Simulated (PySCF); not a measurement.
## SO2: map over both bonds

Method: r2SCAN/[S def2-TZVP, O def2-TZVP], no relativity, density fitting, PySCF.

Rigid scan from the singlet minimum (S–O 1.442 Å (×2); O–S–O 118.8°). Coordinate: rows scale the first bond (S–O), columns the second (S–O). Energies in kJ/mol from the minimum.

| scale \ scale | 0.94 | 0.97 | 1.00 | 1.04 | 1.09 | 1.15 |
| --- | --- | --- | --- | --- | --- | --- |
| 0.94 | ? | ? | 27.8 | 36.7 | 66.9 | 119.6 |
| 0.97 | 34.2 | ? | 6.3 | 15.2 | 45.4 | 98.1 |
| 1.00 | ? | 6.3 | 0.0 | 9.0 | 39.2 | 91.8 |
| 1.04 | 36.7 | 15.2 | 9.0 | 18.0 | 48.2 | 100.9 |
| 1.09 | 66.9 | 45.4 | 39.2 | 48.2 | ? | 131.2 |
| 1.15 | 119.6 | 98.1 | 91.8 | 100.9 | 131.2 | 183.9 |

Fill in the five missing cells, row by row.

55.9, 34.2, 12.7, 27.8, 78.5.

Other isomers or separated fragments may lie lower.
